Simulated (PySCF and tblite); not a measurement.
**Conformers and averaged properties: (CH3CH2)2CHF, C5H11F, numbered as in [CH3:1][CH2:2][CH:3]([F:4])[CH2:5][CH3:6]**

Free energies: PBE0-D3(BJ)/def2-TZVP (IEF-PCM, chloroform) on PBE0-D3(BJ)/def2-SVP structures plus GFN2-xTB thermal terms, symmetry and mirror images included. Conformers within 3 kcal/mol (GFN2-xTB free energy) were kept, 8 at most. GIAO shieldings: WP04/pcSseg-1 (IEF-PCM, chloroform). Couplings: B3LYP/pcSseg-1 with pcJ-1 on H, F (gas phase; spin-dipole term only for pairs with B, N, F, Si or P). Couplings are for ¹⁹F, ¹H. Shifts are against TMS (¹H), TMS (¹³C), CFCl3 (¹⁹F) at the same level; of two unlike H on one atom, a is the less shielded. (PySCF 2.14, tblite 0.8.)

Torsions listed: C1–C2–C3–F4, F4–C3–C5–C6. Of a mirror pair one member is shown.

| conformer | shape | symmetry | E(GFN2) kcal/mol | E(DFT) kcal/mol | G(298.15 K) kcal/mol | weight % | dipole D |
| --- | --- | --- | --- | --- | --- | --- | --- |
| 1 | -172°, 57° | C1 (pair) | 0.05 | 0.35 | 0.00 | 38.0 | 2.16 |
| 2 | -57°, 57° | Cs | 0.00 | 0.00 | 0.07 | 34.0 | 2.11 |
| 3 | -59°, -60° | C1 (pair) | 0.56 | 0.71 | 0.57 | 14.5 | 2.10 |
| 4 | 64°, 178° | C1 (pair) | 0.46 | 0.65 | 0.65 | 12.7 | 2.15 |
| 5 | -151°, 177° | C1 (pair) | 1.28 | 2.42 | 2.32 | 0.8 | 2.18 |

Weights (%) against temperature:

```json
{"T (K)": "180", "1": "36.4", "2": "48.2", "3": "8.2", "4": "7.1", "5": "0.1", "S(mix) cal/mol/K": "2.93"}
{"T (K)": "230", "1": "38.0", "2": "40.5", "3": "11.4", "4": "9.9", "5": "0.2", "S(mix) cal/mol/K": "3.25"}
{"T (K)": "298.15", "1": "38.0", "2": "34.0", "3": "14.5", "4": "12.7", "5": "0.8", "S(mix) cal/mol/K": "3.52"}
{"T (K)": "330", "1": "37.7", "2": "31.9", "3": "15.6", "4": "13.7", "5": "1.1", "S(mix) cal/mol/K": "3.61"}
{"T (K)": "400", "1": "36.9", "2": "28.5", "3": "17.4", "4": "15.3", "5": "1.9", "S(mix) cal/mol/K": "3.75"}
```

Averaged shifts at 298.15 K. ¹H: 4.15 (H3, 1H), 1.50 (H2a/H5a, 2H), 1.41 (H2b/H5b, 2H), 1.02 (H1/H6, 6H) ppm. ¹³C: 99.8 (C3), 32.3 (C2/C5), 13.6 (C1/C6) ppm. ¹⁹F: -210.2 (F4) ppm.

Averaged couplings (Hz): ⁴J(H1,F4) 0.6, ³J(H2a,F4) 14.2, ³J(H2b,F4) 26.2, ²J(H3,F4) 56.1, ²J(H1,H1) -14.3, ³J(H1,H2a) 8.2, ³J(H1,H2b) 8.3, ²J(H2a,H2b) -15.4, ³J(H2a,H3) 8.7, ³J(H2b,H3) 4.9. Computed couplings to fluorine can be off by tens of per cent at such levels.

Coordinates of conformer 1 (Å):

```xyz
17

C     2.160   -0.496    0.302
C     1.274   -0.124   -0.875
C    -0.210   -0.326   -0.628
F    -0.873   -0.118   -1.828
C    -0.816    0.590    0.416
C    -2.313    0.394    0.581
H     1.986    0.153    1.174
H     1.986   -1.537    0.623
H     3.223   -0.408    0.037
H     1.539   -0.733   -1.755
H     1.436    0.928   -1.167
H    -0.395   -1.381   -0.343
H    -0.299    0.417    1.375
H    -0.596    1.632    0.125
H    -2.831    0.555   -0.376
H    -2.548   -0.628    0.918
H    -2.731    1.094    1.319
```

Unscaled ¹⁹F shifts at such levels can be off by tens of ppm; differences between conformers or isomers are more reliable. Shifts are unscaled: against experiment ¹³C can be off by 15 ppm or more and ¹H by 0.8 ppm.

Search and properties took 6.5 min on 1 thread of Arm Neoverse V1, on a host shared with other jobs (rough), launched as `OMP_NUM_THREADS=1 python ens_run.py task.json out`.
